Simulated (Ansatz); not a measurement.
**C2H4S (singlet): the correlation ladder, STO-3G**

How much of the correlation energy of C2H4S (singlet) does each wave-function method recover here?

Computed with Ansatz 0.2.0, Gaussian basis. Level: STO-3G, core rule «outside noble gas», up to 7 orbitals frozen.

To be run: UHF; CCSD(T) on RHF; BCCD(T) on RHF; CISD; CCSDT(Q) on RHF; CISDTQ; CCSDTQ on RHF; CASSCF and MRCISD+Q, 8 electrons in 8 orbitals; CASSCF and NEVPT2, 8 electrons in 8 orbitals; Full CI.

18 further runs of the same task are left out: 1 that didn't finish, 17 set aside as unsound or not needed.

### 1 The geometry

The geometry is an MP2(full)/6-31G* stationary point (not a proven minimum).

7 atoms, charge 0, spin multiplicity 1.

Atoms are counted from 1 here; the program's logs count them from 0.

Bond lengths: C1–S2 1.814 Å, C1–C3 1.479 Å, C1–H4 1.085 Å, C1–H5 1.085 Å, S2–C3 1.814 Å, C3–H6 1.085 Å, C3–H7 1.085 Å. Angles: S2–C1–C3 65.9°, S2–C1–H4 115.6°, S2–C1–H5 115.6°, C3–C1–H4 118.1°, C3–C1–H5 118.1°, H4–C1–H5 114.8°, C1–S2–C3 48.1°, C1–C3–S2 65.9°, C1–C3–H6 118.1°, C1–C3–H7 118.1°, S2–C3–H6 115.6°, S2–C3–H7 115.6°, H6–C3–H7 114.8°.

### 2 UHF

File in.yaml:

```yaml
crystal:
  periodic: [false, false, false]
  atoms:
    - {symbol: C, position_ang: [0.000000, -0.739719, -0.864068]}
    - {symbol: S, position_ang: [0.000000, 0.000000, 0.791740]}
    - {symbol: C, position_ang: [0.000000, 0.739719, -0.864068]}
    - {symbol: H, position_ang: [-0.913940, -1.250142, -1.148628]}
    - {symbol: H, position_ang: [0.913940, -1.250142, -1.148628]}
    - {symbol: H, position_ang: [0.913940, 1.250142, -1.148628]}
    - {symbol: H, position_ang: [-0.913940, 1.250142, -1.148628]}
basis:
  gaussian: {orbitals: STO-3G}
magnetization: {spin_polarized: true, initial_magnetization: 0}
hamiltonian: {xc: hf}
output: {orbitals: {seedname: orbitals}}
```

Launch:

```console
> ansatz run in.yaml --threads 1 --pin off --events-out ev --progress --plain --max-ram 3956MiB --backend cpu
```

The runs that follow: CCSD(T) on RHF; BCCD(T) on RHF; CISD; CCSDT(Q) on RHF; CISDTQ; CCSDTQ on RHF; CASSCF and MRCISD+Q, 8 electrons in 8 orbitals; CASSCF and NEVPT2, 8 electrons in 8 orbitals; Full CI.

**Question.** What will the summary of the whole plan be? Wanted: FCI below the RHF energy; RMP2 from FCI; RCCSD from FCI; RCCSD(T) from FCI; RCCSDT(Q) from FCI; NEVPT2 frontier from FCI; MRCISD+Q frontier from FCI; T1 diagnostic; effectively unpaired electrons.

The runs gave:

```
                         quantity                                                                     value
         FCI below the RHF energy                                                                -4.8817 eV
                    RMP2 from FCI                                                             +107.7 kJ/mol
                   RCCSD from FCI                                                               +6.1 kJ/mol
                RCCSD(T) from FCI                                                               +2.0 kJ/mol
               RCCSDT(Q) from FCI                                                               +0.2 kJ/mol
         NEVPT2 frontier from FCI                                                              +58.9 kJ/mol
       MRCISD+Q frontier from FCI                                                               -0.9 kJ/mol
levels within 1 kcal/mol (43 meV)  RCCSD(T), BCCD(T), RCCSDT, CISDTQ, RCCSDT(Q), RCCSDTQ, MRCISD+Q frontier
                    T1 diagnostic                                                                     0.005
   effectively unpaired electrons                                                                      0.07
```

What this shows: RCCSD(T) misses by +2.0 kJ/mol, 0.4 % of the correlation energy. MRCISD+Q frontier falls below full CI: the +Q correction isn't variational, and the cores differ from full CI's. One determinant dominates. Of the multireference levels listed MRCISD+Q frontier comes nearest in total energy (-0.9 kJ/mol), which doesn't show that its space is the better one. These misses are within one basis, not against nature.
